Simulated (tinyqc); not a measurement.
Coupled-perturbed Hartree-Fock on RHF in the sto-3g basis, for NH3, spin multiplicity 1, step by step. One step of it, computed by the program tinyqc.

Problem. Orthogonalisation. S = U s U^T; symmetric (Loewdin) form X = U s^(-1/2) U^T, so that X^T S X = 1.

overlap S:
```
           1N 1s     1N 2s     1N 2px     1N 2py     1N 2pz      2H 1s      3H 1s      4H 1s
1N 1s   1.000000  0.235038   0.000000   0.000000   0.000000   0.054697   0.054688   0.054688
1N 2s   0.235038  1.000000   0.000000   0.000000   0.000000   0.477716   0.477677   0.477677
1N 2px  0.000000  0.000000   1.000000   0.000000   0.000000   0.395317  -0.197636  -0.197636
1N 2py  0.000000  0.000000   0.000000   1.000000   0.000000   0.000000   0.342349  -0.342349
1N 2pz  0.000000  0.000000   0.000000   0.000000   1.000000  -0.169126  -0.169107  -0.169107
2H 1s   0.054697  0.477716   0.395317   0.000000  -0.169126   1.000000   0.204414   0.204414
3H 1s   0.054688  0.477677  -0.197636   0.342349  -0.169107   0.204414   1.000000   0.204377
4H 1s   0.054688  0.477677  -0.197636  -0.342349  -0.169107   0.204414   0.204377   1.000000
```

Give: eigenvalues of S; X.

Solution.

eigenvalues of S: 0.2840  0.4030  0.4030  0.9131  1.0665  1.3926  1.3926  2.1452

X:
```
          1N 1s    1N 2s   1N 2px   1N 2py   1N 2pz    2H 1s    3H 1s    4H 1s
1N 1s    1.0251  -0.1540   0.0000   0.0000   0.0111   0.0226   0.0226   0.0226
1N 2s   -0.1540   1.3767   0.0000   0.0000  -0.1232  -0.3060  -0.3060  -0.3060
1N 2px   0.0000   0.0000   1.1362   0.0000   0.0000  -0.2908   0.1454   0.1454
1N 2py   0.0000   0.0000   0.0000   1.1362   0.0000   0.0000  -0.2518   0.2518
1N 2pz   0.0111  -0.1232   0.0000   0.0000   1.0427   0.1065   0.1065   0.1065
2H 1s    0.0226  -0.3060  -0.2908   0.0000   0.1065   1.2342  -0.0523  -0.0523
3H 1s    0.0226  -0.3060   0.1454  -0.2518   0.1065  -0.0523   1.2342  -0.0523
4H 1s    0.0226  -0.3060   0.1454   0.2518   0.1065  -0.0523  -0.0523   1.2342
```
